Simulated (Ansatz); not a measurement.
Two shapes of singlet C4H4S.

Shape 1:

```xyz
9

S     0.0000    0.0000    1.1900
C     0.0000    1.2400   -0.0100
C     0.0000   -1.2400   -0.0100
C     0.0000    0.7100   -1.2700
C     0.0000   -0.7100   -1.2700
H     0.0000    2.3079    0.2085
H     0.0000   -2.3079    0.2085
H     0.0000    1.3131   -2.1780
H     0.0000   -1.3131   -2.1780
```

Shape 2:

```xyz
9

S     0.0139    0.0358    1.2221
C    -0.0428    1.2141   -0.0114
C    -0.0292   -1.2433   -0.0505
C     0.0189    0.7335   -1.2301
C    -0.0004   -0.6701   -1.3001
H     0.0395    2.2805    0.2222
H     0.0233   -2.3190    0.1657
H    -0.0264    1.3481   -2.1539
H     0.0394   -1.2966   -2.2041
```

Basis set: 6-31G* (spherical functions). Correlated methods keep 9 orbitals frozen. Charge 0, multiplicity 1.

Computed with Ansatz (development build ahead of 0.2.0); each method stands on the lowest determinant of its kind that the runs found.

(1) Which shape is lower in energy, and by how much in each method?

Answers

(1)

```json
{"method": "RHF", "E(2) − E(1) (eV)": "0.246"}
{"method": "RHF-MP2", "E(2) − E(1) (eV)": "0.267"}
```

Shape 1 is lower.
